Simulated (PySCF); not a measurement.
## Magnetisability: `InChI=1S/C4H5P/c1-2-4-5-3-1/h1-5H`

Geometry (Å), atoms numbered from 1 in this order:
```xyz
10

C    -0.3597   -1.0373    0.2928
C     0.9990   -0.5990    0.0198
C     1.0979    0.7014   -0.3570
P    -0.5484    1.3963   -0.6010
C    -1.3005   -0.0728    0.1259
H    -0.5894   -2.0609    0.6014
H     1.8567   -1.2710    0.1108
H     2.0281    1.2091   -0.6166
H    -0.6332    2.3300    0.4746
H    -2.3731   -0.2130    0.2678
```

Theory: PySCF, GIAO B3LYP/aug-pcSseg-1 magnetisability, rotational g tensor and spin-rotation constants, non-relativistic, gas phase. Geometry: PBE0-D3(BJ)/def2-SVP.

Task: What are the magnetisability and the molar susceptibility?

Result: Isotropic -900 × 10⁻³⁰ J/T², or -54.2 × 10⁻⁶ cm³/mol; principal values -1364, -678, -659 × 10⁻³⁰ J/T², anisotropy 696 × 10⁻³⁰ J/T² (root of half the summed squared differences of the principal values). The susceptibility is in cgs units.

Task: Split it along the inertial axes a, b, c into diamagnetic and paramagnetic parts about the centre of mass, with the quadrupole moment.

Result: 
| axis | χ (10⁻⁶ cm³/mol) | diamagnetic (10⁻⁶ cm³/mol) | paramagnetic (10⁻⁶ cm³/mol) | summed x² of all electrons (Å²) | quadrupole Θ (D Å) |
| --- | --- | --- | --- | --- | --- |
| a | -39.9 | -246.1 | 206.2 | 62.4 | +1.70 |
| b | -40.8 | -308.0 | 267.2 | 47.8 | +4.19 |
| c | -81.9 | -467.2 | 385.2 | 10.2 | -5.88 |

Anisotropies 2χaa − χbb − χcc = +43.0 and 2χbb − χaa − χcc = +40.2 × 10⁻⁶ cm³/mol. Θ is traceless in Buckingham's convention.

Task: And the rotational g tensor?

Result: 
| axis | rotational constant (GHz) | g | nuclear part | electronic part |
| --- | --- | --- | --- | --- |
| a | 7.3615 | -0.0927 | 0.6204 | -0.7131 |
| b | 5.0617 | -0.0650 | 0.5703 | -0.6353 |
| c | 3.0664 | +0.0284 | 0.5834 | -0.5550 |

Asymmetric top; isotopes 12C, 1H, 31P; no vibrational averaging.
